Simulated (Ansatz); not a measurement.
# One shape, several levels: singlet [Si2NH6]+

Aim: a comparison of 5 runs (HF/cc-pVDZ, B2PLYP/cc-pVDZ, BLYP/cc-pVDZ, PBE0/cc-pVDZ, RPA@PBE/cc-pVDZ) of singlet [Si2NH6]+. 

The results are computed with Ansatz 0.2.0.

60 further runs of the same task are left out: 60 set aside as unsound or not needed.

**1. Starting point**

The species is [Si2NH6]+ (9 atoms), meant as a singlet with charge +1. As SMILES of the parent species, `[SiH2]N[SiH3]`. The coordinates come from a PBE0-D4/def2-TZVP relaxation. This is one conformer, not always the lowest. That shape belongs to the parent species and isn't relaxed for this state.

Bond lengths: Si1–N2 1.730 Å, N2–Si3 1.731 Å, Si1–H4 1.491 Å, Si1–H5 1.494 Å, N2–H6 1.011 Å, Si3–H7 1.488 Å, Si3–H8 1.483 Å, Si3–H9 1.488 Å. Some angles: Si1–N2–Si3 128.1°, Si1–N2–H6 115.1°, Si3–N2–H6 116.2°, N2–Si1–H4 107.7°, N2–Si1–H5 108.7°, N2–Si3–H7 111.1°, N2–Si3–H8 107.0°, N2–Si3–H9 112.0°, H4–Si1–H5 110.7°, H7–Si3–H8 109.8°.

**2. The energy at HF/cc-pVDZ (run 1)**

job.yaml

```yaml
crystal:
  periodic: [false, false, false]
  atoms:
    - {symbol: Si, position_ang: [-1.200900, 0.925300, -0.948400]}
    - {symbol: N, position_ang: [0.196900, 0.625800, 0.025200]}
    - {symbol: Si, position_ang: [0.611700, -0.820500, 0.880200]}
    - {symbol: H, position_ang: [-1.616500, -0.372000, -1.554500]}
    - {symbol: H, position_ang: [-0.842900, 1.913400, -2.010900]}
    - {symbol: H, position_ang: [0.764100, 1.439300, 0.222200]}
    - {symbol: H, position_ang: [1.982600, -1.276500, 0.525400]}
    - {symbol: H, position_ang: [-0.378200, -1.853400, 0.488500]}
    - {symbol: H, position_ang: [0.571600, -0.627700, 2.355400]}
basis:
  gaussian:
    orbitals: cc-pVDZ
accuracy: high
hamiltonian:
  xc: hf
total_charge: 1
output: {orbitals: {seedname: orbitals}}
```

The run is started by

```sh
$ ansatz run job.yaml --threads 1 --pin off --max-ram 3480MiB --events-out events.jsonl --progress --plain --runs-dir runs
```

Log:

```text
Warning: RAYON_NUM_THREADS=1 ignored (pool sized by the plan → 1); use --threads N
Functional definition: HF
  name "HF"
  exchange = exact_x
  correlation = 0
1929 factors; integrals over basis functions are off by at most 3.8e-9 eV
mean field evaluation 1: about -17288.0820 eV, gradient 4.8e1 eV
mean field evaluation 2: about -17288.0965 eV, gradient 4.8e1 eV
mean field evaluation 4: about -17293.5448 eV, gradient 3.5e0 eV
mean field evaluation 8: about -17293.5985 eV, gradient 3.3e-4 eV
mean field -17293.59848857 eV, -635.5280224330 hartree, gradient 4.0e-8 eV, S^2 0.000000; 0 other end points of the search recorded, 0 dependent functions left out
reference -17293.59848857 eV, -635.5280224330 hartree; 20, 20 occupied and 60, 60 virtual orbitals, 1929 factors
Total energy: -17293.59848857 eV, -635.5280224330 hartree
```

Run time: 2.5 s. Hardware: 1 thread of Arm Neoverse V1, shared host; peak memory 0.22 GiB.

**3. The energy at B2PLYP/cc-pVDZ (run 2)**

molecule.yaml

```yaml
crystal:
  periodic: [false, false, false]
  atoms:
    - {symbol: Si, position_ang: [-1.200900, 0.925300, -0.948400]}
    - {symbol: N, position_ang: [0.196900, 0.625800, 0.025200]}
    - {symbol: Si, position_ang: [0.611700, -0.820500, 0.880200]}
    - {symbol: H, position_ang: [-1.616500, -0.372000, -1.554500]}
    - {symbol: H, position_ang: [-0.842900, 1.913400, -2.010900]}
    - {symbol: H, position_ang: [0.764100, 1.439300, 0.222200]}
    - {symbol: H, position_ang: [1.982600, -1.276500, 0.525400]}
    - {symbol: H, position_ang: [-0.378200, -1.853400, 0.488500]}
    - {symbol: H, position_ang: [0.571600, -0.627700, 2.355400]}
basis:
  gaussian: {orbitals: cc-pVDZ}
total_charge: 1
hamiltonian: {xc: {name: B2PLYP}}
correlation: {frozen_orbitals: {H: 0, "N": 1, Si: 5}}
accuracy: high
output: {orbitals: {seedname: orbitals}}
```

The run is started by

```sh
$ ansatz run molecule.yaml --threads 1 --pin off --max-ram 3480MiB --events-out events.jsonl --progress --plain --runs-dir runs
```

Log (excerpt; [...] marks lines left out):

```text
Warning: RAYON_NUM_THREADS=1 ignored (pool sized by the plan → 1); use --threads N
Functional definition: B2PLYP
  name "B2PLYP"
[...]
1929 factors; integrals over basis functions are off by at most 3.8e-9 eV
[...]
mean field -17322.82863062 eV, -636.6022103402 hartree, gradient 3.8e-8 eV, S^2 0.000000; 0 other end points of the search recorded, 0 dependent functions left out
11 core orbitals not correlated: weight in the atoms' cores, before any rotation towards them, 1.000 or more for the frozen orbitals, at most 0.000 for the correlated occupied ones
reference -17322.82865833 eV, -636.6022113587 hartree; 9, 9 occupied and 60, 60 virtual orbitals, 1929 factors
second order -12.48029743 eV of doubles, -0.00000000 eV of singles
Total energy: -17326.19833864 eV, -636.7260448259 hartree
```

It took 11 s on 1 thread of Arm Neoverse V1, shared host; peak memory 0.26 GiB.

**4. A single-point energy at BLYP/cc-pVDZ (run 3)**

input.yaml

```yaml
basis:
  gaussian:
    orbitals: cc-pVDZ
crystal:
  periodic: [false, false, false]
  atoms:
    - symbol: Si
      position_ang: [-1.200900, 0.925300, -0.948400]
    - symbol: "N"
      position_ang: [0.196900, 0.625800, 0.025200]
    - symbol: Si
      position_ang: [0.611700, -0.820500, 0.880200]
    - symbol: H
      position_ang: [-1.616500, -0.372000, -1.554500]
    - symbol: H
      position_ang: [-0.842900, 1.913400, -2.010900]
    - symbol: H
      position_ang: [0.764100, 1.439300, 0.222200]
    - symbol: H
      position_ang: [1.982600, -1.276500, 0.525400]
    - symbol: H
      position_ang: [-0.378200, -1.853400, 0.488500]
    - symbol: H
      position_ang: [0.571600, -0.627700, 2.355400]
total_charge: 1
hamiltonian:
  xc: {name: BLYP}
accuracy: high
output: {orbitals: {seedname: orbitals}}
```

The run is started by

```sh
$ ansatz run input.yaml --threads 1 --pin off --max-ram 3480MiB --events-out events.jsonl --progress --plain --runs-dir runs
```

Log:

```text
Warning: RAYON_NUM_THREADS=1 ignored (pool sized by the plan → 1); use --threads N
Functional definition: BLYP
  name "BLYP"
  parameter beta = 0.0042
  parameter a = 0.04918
  parameter b = 0.132
  parameter c = 0.2533
  parameter d = 0.349
  exchange = b88_x(beta = beta)
  correlation = lyp_c(a = a, b = b, c = c, d = d)
1929 factors; integrals over basis functions are off by at most 3.8e-9 eV
mean field evaluation 1: about -17314.7194 eV, gradient 9.2e1 eV
mean field evaluation 2: about -17222.4366 eV, gradient 1.7e2 eV
mean field evaluation 4: about -17331.3539 eV, gradient 2.5e1 eV
mean field evaluation 8: about -17333.8767 eV, gradient 5.4e-1 eV
mean field evaluation 16: about -17333.8695 eV, gradient 6.4e-5 eV
mean field -17333.86950668 eV, -637.0079550517 hartree, gradient 4.8e-8 eV, S^2 0.000000; 0 other end points of the search recorded, 0 dependent functions left out
reference -17333.86956564 eV, -637.0079572186 hartree; 20, 20 occupied and 60, 60 virtual orbitals, 1929 factors
Total energy: -17333.86956564 eV, -637.0079572186 hartree
```

It took 6.6 s on 1 thread of Arm Neoverse V1, shared host; peak memory 0.21 GiB.

Run 4 isn't shown in full; the table further down has it.

**5. A single-point energy at RPA@PBE/cc-pVDZ (run 5)**

input.yaml

```yaml
crystal:
  periodic: [false, false, false]
  atoms:
    - {symbol: Si, position_ang: [-1.200900, 0.925300, -0.948400]}
    - {symbol: N, position_ang: [0.196900, 0.625800, 0.025200]}
    - {symbol: Si, position_ang: [0.611700, -0.820500, 0.880200]}
    - {symbol: H, position_ang: [-1.616500, -0.372000, -1.554500]}
    - {symbol: H, position_ang: [-0.842900, 1.913400, -2.010900]}
    - {symbol: H, position_ang: [0.764100, 1.439300, 0.222200]}
    - {symbol: H, position_ang: [1.982600, -1.276500, 0.525400]}
    - {symbol: H, position_ang: [-0.378200, -1.853400, 0.488500]}
    - {symbol: H, position_ang: [0.571600, -0.627700, 2.355400]}
basis:
  gaussian: {orbitals: cc-pVDZ}
total_charge: 1
hamiltonian: {xc: pbe}
correlation: {method: rpa, frozen_orbitals: {H: 0, "N": 1, Si: 5}}
accuracy: high
```

The run is started by

```sh
$ ansatz run input.yaml --threads 1 --pin off --max-ram 3480MiB --events-out events.jsonl --progress --plain --runs-dir runs
```

Log (excerpt; [...] marks lines left out):

```text
Warning: RAYON_NUM_THREADS=1 ignored (pool sized by the plan → 1); use --threads N
Functional definition: PBE
  name "PBE"
[...]
1929 factors; integrals over basis functions are off by at most 3.8e-9 eV
[...]
mean field -17324.46173765 eV, -636.6622259168 hartree, gradient 5.4e-8 eV, S^2 0.000000; 0 other end points of the search recorded, 0 dependent functions left out
11 core orbitals not correlated: weight in the atoms' cores, before any rotation towards them, 1.000 or more for the frozen orbitals, at most 0.000 for the correlated occupied ones
reference -17292.49624053 eV, -635.4875155646 hartree; 9, 9 occupied and 60, 60 virtual orbitals, 1929 factors
Total energy: -17310.66163505 eV, -636.1550815001 hartree
```

Wall time 11 s (1 thread of Arm Neoverse V1, shared host); peak memory 0.31 GiB.

**6. All runs side by side**

```
run            level  frozen core orbitals  energy (Eh)  HOMO energy (eV)  LUMO energy (eV)  HOMO–LUMO gap (eV)  wall time
  1       HF/cc-pVDZ                     –  -635.528022            -16.38             -6.44                9.95      2.5 s
  2   B2PLYP/cc-pVDZ                    11  -636.726045            -14.58             -8.43                6.15       11 s
  3     BLYP/cc-pVDZ                     –  -637.007957            -12.36            -10.16                2.20      6.6 s
  4     PBE0/cc-pVDZ                     –  -636.724309            -13.58             -9.57                4.01      7.8 s
  5  RPA@PBE/cc-pVDZ                    11  -636.155082                 –                 –                   –       11 s
```

**7. What came out**

```
                               quantity          value
                    run 5: total energy  -636.15508 Eh
run 5: RPA correlation energy (valence)     -667.6 mEh
```

In words: Over runs 1, 2, 3, 4 the HOMO–LUMO gap runs from 2.20 eV (BLYP/cc-pVDZ) to 9.95 eV (HF/cc-pVDZ). Exact exchange widens orbital gaps. Totals of different functionals can't be ranked against each other. All runs together took 39 s, the longest 11 s.
